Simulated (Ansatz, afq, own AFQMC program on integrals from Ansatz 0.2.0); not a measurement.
Ge2H4, singlet: AFQMC among the cluster methods

```xyz
6

Ge    0.0000    0.0168    1.2218
Ge    0.0000   -0.0363   -1.2773
H     0.0000    1.3870    1.9258
H     1.2331   -0.7670    1.7257
H    -1.2331   -0.7670    1.7257
H     0.0000    1.5538   -1.3752
```

Connectivity, by distances: GeH3–GeH.

Basis cc-pVDZ. Only valence electrons are correlated. Integrals, coupled cluster, full CI and functionals: Ansatz 0.2.0; the random walks run on the same integrals in our own AFQMC program. ph-AFQMC/CISD is guided by a CISD state made of CCSD amplitudes; releasing the constraint for a short imaginary time cuts its bias at the price of noise, slowly where states lie close. Free projection: walkers drawn from exp(T), propagated without any constraint. Its projection time is finite, and what remains of the start isn't in its error. ± is one standard error of the sampling. No spin–orbit coupling.

Determinant: UHF, the one that the program's search chose, which needn't be the lowest solution. The geometry is a PBE0/def2-TZVP stationary point of this or a neighbouring charge and spin state.

No full CI on the walks' own integrals is used here; CCSDT(Q) serves as the reference and is uncertain by about the last step of the cluster series.

Cautions: no relativity below Rb; no spin-orbit coupling; inner d shell frozen; higher spins were not checked; an unrestricted solution with more broken spin lies lower (44 meV, ⟨S²⟩ 0.30), while this determinant keeps restricted orbitals.

* T1 diagnostic: 0.0138
* weight of the determinant in the CISD state: 0.858
* ⟨S²⟩ of the determinant: 0.000
* size of the correlated space: 12 electrons in 46 orbitals

| level | correlation energy (eV) |
| --- | --- |
| MP2 | -4.8263 |
| CCSD | -6.0617 |
| CCSD(T) | -6.2116 |

**Question.** Estimate where free-projection AFQMC lies against CCSD(T) on the same integrals.

**Answer.** 0.89 ± 0.27 kcal/mol below CCSD(T).

Reference: CCSDT(Q), correlation energy -6.249 eV. The released energy is read at 1.62 1/Eh, later times being too noisy (meV from the phaseless value at times in 1/Eh: -9 ± 13 at 0.24, -16 ± 10 at 0.51, 0 ± 13 at 0.99, -8 ± 16 at 1.62, -6 ± 22 at 2.40).

```csv
level,E − E(reference) (kcal/mol),share of correlation (%)
CCSD(T),0.86,99.40
CCSDT,0.17,99.88
ph-AFQMC/HF,-3.93 ± 1.35,102.73
ph-AFQMC/CISD,-0.03 ± 0.22,100.02
released AFQMC,-0.21 ± 0.36,100.14
free AFQMC,-0.03 ± 0.27,100.02
```

Free projections are given only where their last times agree within the noise and don't stop above the reference; a slow remainder of the start can still hide under it. A walk keeps the symmetry of its determinant, which the program's search chose and which needn't be the lowest solution, so a lower state of the same spin and another symmetry isn't excluded. Released energies are given only where the last usable release times agree within the noise; a slower fall can still hide under it.
